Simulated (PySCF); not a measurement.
**The first ionisation energy along the alkali metals**

Calculated with PySCF 2.14 from differences of total energies of unrestricted determinants, without spin-orbit coupling. Values in eV. The last column holds reference values (NIST; (s) semi-empirical, (t) theoretical, else measured). Unmarked ones compare directly (S terms, centres of terms, or small fine structure); those marked * lie between the lowest fine-structure levels and include a spin-orbit shift.

| element | configurations | UHF | MP2 (valence and next inner shell) | SCS-MP2 (valence and next inner shell) | reference |
| --- | --- | --- | --- | --- | --- |
| Li (aug-cc-pCVTZ-DK with one added diffuse shell each of s, p, d, f type, spin-free X2C) | [He] 2s1 → 1s2 | 5.343 | 5.375 | 5.371 | 5.392 |
| K (aug-cc-pwCVTZ-X2C with one added diffuse shell each of s, p, d, f type, spin-free X2C) | [Ar] 4s1 → [Ar] | 4.023 | 4.301 | 4.244 | 4.341 |
| Rb (aug-cc-pwCVTZ-X2C with one added diffuse shell each of s, p, d, f type, spin-free X2C) | [Kr] 5s1 → [Kr] | 3.803 | 4.125 | 4.060 | 4.177 |
| Cs (aug-cc-pwCVTZ-X2C with one added diffuse shell each of s, p, d, f type, spin-free X2C) | [Xe] 6s1 → [Xe] | 3.479 | 3.825 | 3.756 | 3.894 |

| method | elements | mean error (eV) | mean absolute error (eV) | largest error (eV) |
| --- | --- | --- | --- | --- |
| UHF | 4 | -0.289 | 0.289 | -0.415 |
| MP2 (valence and next inner shell) | 4 | -0.044 | 0.044 | -0.068 |
| SCS-MP2 (valence and next inner shell) | 4 | -0.093 | 0.093 | -0.138 |

Errors include the incompleteness of the basis and the frozen core.

"Valence" correlates the outer s and p shells and, in groups 3 to 12 and the f block, the outer d or f shell, open or full, or the next shell where the ion has no valence electron left; the wider scheme adds the next inner shell.
